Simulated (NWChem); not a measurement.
System: NH₂, doublet; SMILES [NH2]

```xyz
3

N      0.0000     0.0000     0.1778
H      0.8000     0.0000    -0.4774
H     -0.8000     0.0000    -0.4774
```
Atoms are numbered in this order, from 1.

Computed with NWChem. Spin-unrestricted. In the optimisation the excess spin sits in b2 (C2v, its own frame). The geometry was optimised at PBE0/def2-SVP, spin-unrestricted. No stability test was run on the SCF state. Solvent water, SMD (1 M gas to 1 M solution), gas-phase geometry. Reactions with the solvent are ignored.

**Question.** Predict the results for B3LYP/pcseg-1. Quantities: solvation free energy (kcal/mol); cavity-dispersion-structure term (kcal/mol); dipole in solution (D).

**Answer.** 
```
Item                                         Value
-------------------------------------------  -----
solvation free energy (kcal/mol)              -3.8
cavity-dispersion-structure term (kcal/mol)    1.5
dipole in solution (D)                        2.34
```
